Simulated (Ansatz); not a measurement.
# CH2NO: the cost of one run

Program: Ansatz 0.2.0. Level of theory: RKS CAM-B3LYP/6-31G*. These are calculated values, not measurements.

## 1. The system as given

Bond lengths: N1–C2 1.489 Å, C2–O3 1.268 Å, N1–H4 1.016 Å, N1–H5 1.028 Å. Angles: N1–C2–O3 110.3°, C2–N1–H4 115.4°, C2–N1–H5 118.0°, H4–N1–H5 111.2°.

Structure file:

```xyz
5

N    -0.4006    0.1463   -0.3911
C     0.9594   -0.3702   -0.0739
O     0.9572   -0.9552    1.0512
H    -0.4251    0.9900   -0.9562
H    -1.0909    0.1891    0.3700
```

## 2. Relaxing end A

input.yaml reads:

```yaml
crystal:
  periodic: [false, false, false]
  atoms:
    - { symbol: "N", position_ang: [-0.40063, 0.14631, -0.3911] }
    - { symbol: C, position_ang: [0.95942, -0.3702, -0.07387] }
    - { symbol: O, position_ang: [0.95722, -0.95521, 1.05123] }
    - { symbol: H, position_ang: [-0.42508, 0.98996, -0.95623] }
    - { symbol: H, position_ang: [-1.09094, 0.18914, 0.36997] }
total_charge: -1
basis:
  gaussian: { orbitals: "6-31G*" }
hamiltonian:
  xc: cam_b3lyp
relax:
  f_tol: 0.02
  max_steps: 50
```

Launch:

```
> ansatz run input.yaml --threads 1 --pin off --max-ram 2048MiB --backend cpu --events-out ev --progress --plain --runs-dir out
```

**Question.** How long does this run take on 1 thread of Intel Xeon at 2.50GHz (Skylake/Cascade Lake), shared host, and how much memory does it need?

About 29 s, with a peak of 0.13 GiB.
